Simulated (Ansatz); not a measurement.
C5H9N, SMILES `[C-]#[N+]C(C)(C)C`, 15 atoms. Total charge 0; spin multiplicity 1. Hardware: A = 2 threads of an AMD EPYC 7R13 on a shared host and a share of an NVIDIA H100 80 GB; B = 2 threads of an AMD EPYC 7R13 on a shared host. Correlated methods freeze the cores. Open-shell runs search over several starts.

Task: How many basis functions does each run have, and how long does it take in Ansatz? RKS PBE0-D4/def2-TZVP relaxation (5 steps) [A]; RKS ωB97X-V/def2-TZVPP energy [A]; UHF-MP2/def2-QZVPP energy of the cation [A]; RKS ωB97M-V/def2-SVP energy [B]; UKS ωB97M-V/def2-TZVPP energy of the cation [A]; UKS PBE-D4/def2-TZVPP energy of the cation [A]; RKS PBE0-D4/def2-TZVP frequencies [A]; UKS ωB97X-V/def2-TZVPP energy of the cation [A]; UKS PBE0-D4/def2-TZVPP energy of the cation [A]; RKS HSE06 (plane-wave form)-D4/def2-TZVPP energy [A]; RHF-CCSD(T)/def2-SVP energy [A]; UKS B2PLYP (frozen core)/def2-TZVPP energy of the cation [A]. (An estimate is asked.)

Result: Ansatz gave: Other jobs shared the machine, so times are rough.

```tsv
level	job	functions	wall time	peak host memory (GiB)
RHF-CCSD(T)/def2-SVP	energy [A]	129	6 s	0.77
RKS ωB97M-V/def2-SVP	energy [B]	129	7.5 s	0.59
UKS PBE0-D4/def2-TZVPP	energy of the cation [A]	312	12 s	0.88
RKS ωB97X-V/def2-TZVPP	energy [A]	312	12 s	0.88
RKS HSE06 (plane-wave form)-D4/def2-TZVPP	energy [A]	312	13 s	0.83
UKS ωB97M-V/def2-TZVPP	energy of the cation [A]	312	17 s	1.1
UKS ωB97X-V/def2-TZVPP	energy of the cation [A]	312	23 s	1.2
RKS PBE0-D4/def2-TZVP	relaxation (5 steps) [A]	240	24 s	0.84
UKS B2PLYP (frozen core)/def2-TZVPP	energy of the cation [A]	312	25 s	1.5
UHF-MP2/def2-QZVPP	energy of the cation [A]	612	27 s	1.3
UKS PBE-D4/def2-TZVPP	energy of the cation [A]	312	45 s	0.9
RKS PBE0-D4/def2-TZVP	frequencies [A]	240	2.2 min	0.84
```
